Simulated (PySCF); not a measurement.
## SO2: core ionisation energies

Species: SO2.
Cartesian coordinates in Å at the PBE0-D3(BJ)/def2-TZVP level; atoms count from 1:
```
atom  x, y, z in Å
O1    -1.249    0.288    0.008
S2    -0.047   -0.488   -0.008
O3     1.213    0.190   -0.006
```

Method used: PySCF, delta-SCF UKS SCAN, pcX-3 on the ionised atom, pcseg-2 elsewhere, spin-free X2C. Vertical ΔSCF values, vacuum level as zero.

What binding energy does each computed site have?

| atom(s) | environment | level | binding energy (eV) | count |
| --- | --- | --- | --- | --- |
| O1/O3 | oxygen bonded to S | O 1s | 539.66 | 2 |
| S2 | sulfur bonded to 2 O | S 1s | 2483.32 | 1 |

Which effective nuclear charge Zeff reproduces each element's mean 1s value in the hydrogen-like formula E = 13.606 eV × Zeff²?

O (Z = 8): mean 539.7 eV, Zeff = 6.30, Z − Zeff = 1.70; S (Z = 16): mean 2483.3 eV, Zeff = 13.51, Z − Zeff = 2.49. Means run over the listed sites, weighted by atom count.

Give the binding energy of O 1s of O1/O3 in hartree and in kJ/mol.

539.66 eV = 19.8321 Eh = 52069 kJ/mol.

Atoms equivalent by their bonding share one computed value, that of the first of them. Not every level is listed. Geometry: PBE0-D3(BJ)/def2-TZVP; no solvent, vibrations or thermal averaging.

On an AMD EPYC 9R45 with one thread, shared host with 96 logical CPUs at a one-minute load of 46, this took 5.4 s wall and 0.50 GiB of memory at its peak.
